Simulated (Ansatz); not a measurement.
in.yaml

```yaml
crystal:
  periodic: [false, false, false]
  atoms:
    - {symbol: Ge, position_ang: [0.000000, 0.000000, 1.719200]}
    - {symbol: O, position_ang: [0.000000, 0.000000, -0.060500]}
    - {symbol: P, position_ang: [0.000000, 0.000000, -1.658700]}
basis:
  gaussian: {orbitals: cc-pVTZ}
total_charge: 1
magnetization: {spin_polarized: true, initial_magnetization: 0}
correlation: {method: ccsd_t, electrons: outside_noble_gas}
output: {forces: true}
```

```sh
$ ansatz run in.yaml --threads 2 --pin off --events-out ev --progress --plain --max-ram 24576MiB --backend cuda --devices 0, --max-vram 18GiB
```

(1) Roughly how long does this take on 2 threads of AMD EPYC 7R13 with a shared H100 80 GB, shared host, and how much host memory?

```
669 factors; integrals over basis functions are off by at most 1.1e-3 eV
mean field evaluation 1: about -67767.1465 eV, gradient 4.9e1 eV
mean field evaluation 2: about -67767.1557 eV, gradient 4.9e1 eV
mean field evaluation 4: about -67775.9710 eV, gradient 4.2e0 eV
mean field evaluation 8: about -67776.0925 eV, gradient 9.4e-2 eV
mean field evaluation 16: about -67776.1457 eV, gradient 9.5e-1 eV
mean field evaluation 32: about -67777.0170 eV, gradient 5.6e0 eV
mean field evaluation 64: about -67776.0927 eV, gradient 3.1e-4 eV
mean field evaluation 96: about -67777.5171 eV, gradient 3.7e-3 eV
mean field evaluation 128: about -67775.9362 eV, gradient 1.2e1 eV
mean field evaluation 160: about -67777.4601 eV, gradient 1.2e0 eV
...
cycle   9  -11.49710696 eV  change   -3.8e-4 eV  update   3.5e-4
cycle  10  -11.49718895 eV  change   -8.2e-5 eV  update   2.1e-4
cycle  11  -11.49735291 eV  change   -1.6e-4 eV  update   1.1e-4
cycle  12  -11.49734408 eV  change    8.8e-6 eV  update   5.8e-5
cycle  13  -11.49737007 eV  change   -2.6e-5 eV  update   2.0e-5
cycle  14  -11.49736748 eV  change    2.6e-6 eV  update   9.6e-6
cycle  15  -11.49736854 eV  change   -1.1e-6 eV  update   3.6e-6
cycle  16  -11.49736774 eV  change    8.0e-7 eV  update   2.1e-6
cycle  17  -11.49736918 eV  change   -1.4e-6 eV  update   1.1e-6
cycle  18  -11.49736943 eV  change   -2.5e-7 eV  update   6.6e-7
perturbative correction -0.65459872 eV, -0.0240560591 hartree
WARN: the results are in doubt because among natural orbitals the method converges to other amplitudes
the calculation of the forces begins
Total energy: -67789.66910280 eV, -2491.2243900397 hartree
Atom 0 at     0.000000     0.000000     1.719200 Å, force     0.000000     0.000000    -0.988342 eV/Å
Atom 1 at     0.000000     0.000000    -0.060500 Å, force    -0.000000    -0.000000     1.896951 eV/Å
Atom 2 at     0.000000     0.000000    -1.658700 Å, force    -0.000000    -0.000000    -0.908609 eV/Å
Dipole moment:    -0.000000    -0.000000     0.252368 e Å
In doubt: among natural orbitals the method converges to other amplitudes
```

Forces (eV/Å):
```
Ge   0.000  0.000 -0.988
O    0.000  0.000  1.897
P    0.000  0.000 -0.909
```

Results:

(1) 15 s wall and 0.96 GiB.
